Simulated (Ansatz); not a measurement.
Two shapes of triplet C₃H₄.

Shape 1:

```xyz
7

C     0.2789   -0.7611   -0.2584
C    -0.2801    0.6136   -0.4386
C    -0.0040    0.2890    0.7677
H     1.3086   -0.9742   -0.5508
H    -0.3738   -1.6319   -0.3432
H    -0.6484    1.3332   -1.1491
H     0.0305    0.5357    1.8148
```

Shape 2:

```xyz
7

C    -0.7736   -0.3072    0.1956
C     0.6879   -0.4243   -0.1223
C     0.2131    0.7821   -0.1055
H    -1.1246   -0.4598    1.2291
H    -1.5242   -0.5921   -0.5594
H     1.5244   -1.1049   -0.2588
H     0.3600    1.8533   -0.2176
```

Basis set: def2-SVP (spherical functions). Left uncorrelated: 3 orbitals. Charge 0, multiplicity 3.

Computed with Ansatz (development build ahead of 0.2.0); each method stands on the lowest determinant of its kind that the runs found.

(1) Which shape is lower in energy, and by how much in each method?

## Answers

(1)

| method | E(2) − E(1) (eV) |
| --- | --- |
| UHF | -0.185 |
| UHF-MP2 | -0.200 |

Shape 2 is lower. Caution: another spin multiplicity may lie lower.
